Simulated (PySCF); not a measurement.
An unknown shows these calculated signals:

$^{1}$H NMR (600 MHz, computed): δ 1.27 (m, 4H), 0.97 (t, 6H).

$^{13}$C{$^{1}$H} NMR (computed): δ 30.9 (CH2), 17.4 (CH3).

[PySCF 2.14: PBE0/pcSseg-2 with gauge-including orbitals; geometry from PBE0-D3(BJ)/def2-TZVP; in vacuum; relativity neglected; equivalent nuclei averaged; one computed conformer]

Chemical shifts δ = σref − σ; $^{1}$H (31.52 ppm), $^{13}$C (186.03 ppm) vs TMS, all at this level.

Question: Which of these does the molecule contain: a CH3CH2 unit, a methoxy group, an ester, a ketone?

Answer: 
- A CH3CH2 unit: yes (δC 17.4, 30.9; δH 0.97 (t), 1.27 (m)).
- A methoxy group: no.
- An ester: no.
- A ketone: no.

The data belong to butane (C(CC)C, C4H10); they needn't prove each group on their own.

Carbon signals by region: 2 below 50 ppm.

Shifts are as computed. Against solution values, carbons near 30 ppm lie about +3 ppm off and those near 130 ppm about +9 ppm. Of 1211 compounds with measured shifts, 218 miss one by over three times the rms of a fit or turn the order of signals round; such compounds aren't used in these exercises. Multiplicities follow the n + 1 count of equivalent neighbours, as no J values were calculated; m marks all less simple cases, F and P coupling included.
